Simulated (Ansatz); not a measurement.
Program: Ansatz. Geometries: PBE0-D4/def2-TZVP. ΔE: electronic, gas phase. CCSD(T)/CBS adds triple-zeta CCSD(T) − MP2 to the extrapolated MP2 energy (def2 sets, frozen cores). This one scheme is used for every species. Double bonds are as drawn, so ΔE can hold a change between cis and trans. DFT in def2-TZVPP. One conformer a species, not always the lowest.

Consider the substitution at a C–O bond: `CO/C=C/F` + H₂S → `F/C=C\S` + CH₃OH.

`CO/C=C/F`:

```xyz
10

C     0.312   -1.319    0.434
O     1.153   -0.247    0.083
C     0.538    0.889   -0.292
C    -0.770    1.104   -0.364
F    -1.218    2.309   -0.761
H     0.959   -2.150    0.708
H    -0.325   -1.055    1.287
H    -0.323   -1.613   -0.410
H     1.238    1.674   -0.550
H    -1.564    0.408   -0.136
```

H₂S:

Cartesian coordinates in Å:
```
S -0.555 0.050 -0.271
H 0.705 0.019 -0.731
H -0.150 -0.069 1.002
```

`F/C=C\S`:

```xyz
7

F    -0.341    1.013    1.284
C    -0.766    0.021    0.490
C    -0.016   -0.466   -0.485
S     1.590    0.034   -0.935
H    -1.762   -0.323    0.734
H    -0.423   -1.268   -1.088
H     1.719    0.988    0.000
```

CH₃OH:

```xyz
6

C    -0.076    0.273    0.216
O     0.191   -1.064   -0.139
H    -0.243    0.291    1.293
H    -0.976    0.664   -0.275
H     0.765    0.941   -0.009
H     0.340   -1.105   -1.086
```

```tsv
level	ΔE (kcal/mol)	difference from CCSD(T)/CBS
PBE-D4	-5.9	0.5
r2SCAN-D4	-5.6	0.8
B2PLYP	-5.6	0.8
r2SCAN	-5.7	0.7
PBE0	-5.9	0.5
MP2/def2-TZVPP	-6.8	-0.4
SCS-MP2/def2-TZVPP	-6.1	0.3
CCSD(T)/def2-TZVPP	-5.1	1.3
SCS-MP2/def2-QZVPP	-6.8	-0.4
CCSD/CBS(def2)	-6.2	0.2
CCSD(T)/CBS	-6.4	0
```

Largest T1 diagnostic among the species: 0.013.

In def2-TZVPP, CCSD(T) changes the Hartree–Fock value by −1.0 kcal/mol (the triples alone add −0.2 kcal/mol) and MP2 by −2.6 kcal/mol.
